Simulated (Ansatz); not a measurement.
Worked example: correlation energy of GaP2H⁺, quartet

Geometry: that of the GaP2H, triplet, kept fixed. The doublet lies 0.6 eV lower here.

| atom | x (Å) | y (Å) | z (Å) |
| --- | --- | --- | --- |
| Ga | -0.0099 | 0.0340 | 1.1545 |
| P | 0.0883 | 0.9813 | -1.3360 |
| P | -0.0235 | -1.0996 | -1.2197 |
| H | -1.3092 | 1.2855 | -1.3235 |

Basis cc-pVDZ; Ansatz 0.2.0. Only valence electrons are correlated (noble-gas cores and the filled d shells of p-block atoms frozen), which leaves 13 electrons in 44 orbitals. R marks a restricted (for open shells ROHF) determinant, U an unrestricted one. No spin–orbit coupling is included, and no scalar relativity.

Full CI isn't at hand for all of this; UCCSDT(Q) serves as the reference, and is uncertain by the last step of the cluster series or more.

UCCSD has a T1 diagnostic of 0.034 and a largest doubles amplitude of 0.07.

Runs differ by some tens of microhartree through their thresholds and, for an open shell, their frozen cores, so steps under 0.03 kcal/mol mean nothing.

Here the R and U totals at CCSDT(Q) differ by 0.17 kcal/mol, a measure of how far such totals hang on the determinant and its frozen core.

| level | total energy (hartree) |
| --- | --- |
| UHF | -2604.996209 |
| UMP2 | -2605.212520 |
| UCCSD | -2605.258211 |
| UCCSD(T) | -2605.269049 |
| UCCSDT | -2605.270948 |
| UCCSDT(Q) | -2605.271879 |

Problem. What is the correlation energy at UCCSDT(Q), and what share of it do UMP2 and UCCSD(T) recover?

Solution. E(corr) = -2605.271879 − (-2604.996209) = -0.275670 hartree = -7.501 eV. UMP2: -0.216311 / -0.275670 = 78.47 %. UCCSD(T): -0.272840 / -0.275670 = 98.97 %.

Problem. By how many kcal/mol does UCCSD(T) miss UCCSDT(Q) (1 hartree = 627.509 kcal/mol), and which steps make up the rest?

Solution. -2605.269049 − (-2605.271879) = 0.002830 hartree = 1.78 kcal/mol. Steps: UCCSDT − UCCSD(T) = -1.19, UCCSDT(Q) − UCCSDT = -0.58 kcal/mol. Differences between like states or geometries often cancel part of this.
